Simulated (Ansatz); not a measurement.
A trace of molecular dynamics of CH8AlN (11 atoms, charge 0, multiplicity 1).

Computed with Ansatz 0.2.0, RKS LDA/6-31G*.

| Quantity | Value |
| --- | --- |
| ensemble | NVE (velocity Verlet) |
| starting velocities drawn for | 100 K |
| seed | 11925 |

```json
{"time (fs)": "0", "T (K)": "100", "potential energy less start (eV)": "0.000", "conserved less start (meV/atom)": "0.00"}
{"time (fs)": "4", "T (K)": "66", "potential energy less start (eV)": "0.040", "conserved less start (meV/atom)": "0.03"}
{"time (fs)": "8", "T (K)": "91", "potential energy less start (eV)": "0.010", "conserved less start (meV/atom)": "0.00"}
{"time (fs)": "12", "T (K)": "132", "potential energy less start (eV)": "-0.037", "conserved less start (meV/atom)": "0.01"}
{"time (fs)": "16", "T (K)": "203", "potential energy less start (eV)": "-0.120", "conserved less start (meV/atom)": "0.04"}
{"time (fs)": "20", "T (K)": "300", "potential energy less start (eV)": "-0.233", "conserved less start (meV/atom)": "0.04"}
{"time (fs)": "24", "T (K)": "373", "potential energy less start (eV)": "-0.317", "conserved less start (meV/atom)": "0.02"}
{"time (fs)": "28", "T (K)": "384", "potential energy less start (eV)": "-0.330", "conserved less start (meV/atom)": "0.00"}
{"time (fs)": "32", "T (K)": "361", "potential energy less start (eV)": "-0.304", "conserved less start (meV/atom)": "0.02"}
{"time (fs)": "36", "T (K)": "343", "potential energy less start (eV)": "-0.283", "conserved less start (meV/atom)": "-0.01"}
{"time (fs)": "40", "T (K)": "322", "potential energy less start (eV)": "-0.259", "conserved less start (meV/atom)": "0.03"}
{"time (fs)": "44", "T (K)": "355", "potential energy less start (eV)": "-0.296", "conserved less start (meV/atom)": "-0.02"}
{"time (fs)": "48", "T (K)": "361", "potential energy less start (eV)": "-0.303", "conserved less start (meV/atom)": "0.01"}
{"time (fs)": "52", "T (K)": "367", "potential energy less start (eV)": "-0.311", "conserved less start (meV/atom)": "-0.01"}
{"time (fs)": "56", "T (K)": "363", "potential energy less start (eV)": "-0.306", "conserved less start (meV/atom)": "0.02"}
{"time (fs)": "60", "T (K)": "360", "potential energy less start (eV)": "-0.303", "conserved less start (meV/atom)": "0.00"}
{"time (fs)": "64", "T (K)": "336", "potential energy less start (eV)": "-0.275", "conserved less start (meV/atom)": "0.03"}
{"time (fs)": "68", "T (K)": "333", "potential energy less start (eV)": "-0.271", "conserved less start (meV/atom)": "0.01"}
{"time (fs)": "72", "T (K)": "331", "potential energy less start (eV)": "-0.269", "conserved less start (meV/atom)": "0.02"}
{"time (fs)": "76", "T (K)": "337", "potential energy less start (eV)": "-0.276", "conserved less start (meV/atom)": "0.01"}
{"time (fs)": "80", "T (K)": "344", "potential energy less start (eV)": "-0.284", "conserved less start (meV/atom)": "0.03"}
{"time (fs)": "84", "T (K)": "336", "potential energy less start (eV)": "-0.275", "conserved less start (meV/atom)": "0.03"}
{"time (fs)": "88", "T (K)": "338", "potential energy less start (eV)": "-0.276", "conserved less start (meV/atom)": "0.04"}
{"time (fs)": "92", "T (K)": "321", "potential energy less start (eV)": "-0.257", "conserved less start (meV/atom)": "0.03"}
{"time (fs)": "96", "T (K)": "288", "potential energy less start (eV)": "-0.218", "conserved less start (meV/atom)": "0.04"}
{"time (fs)": "100", "T (K)": "267", "potential energy less start (eV)": "-0.194", "conserved less start (meV/atom)": "0.04"}
```

Question: Can this run be trusted? Judge the integration.

Answer: The conserved energy stayed within 0.075 meV per atom of its start (net change 0.042 meV per atom), so the integration is sound. The kinetic energy rose, since the run started high on the potential surface and went downhill. It ends in pieces (CH6AlN + H2), so much of that is their flight and rotation, not heat. A run of 0.1 ps of so small a system gives no equilibrium averages. The orbitals stay closed-shell, which can raise the energy where a bond breaks towards radicals; this wasn't checked here. The time step was 0.5 fs.

Time of the run: 3.9 min on 1 thread of Arm Neoverse V2, on a shared host, peak memory 0.099 GiB.
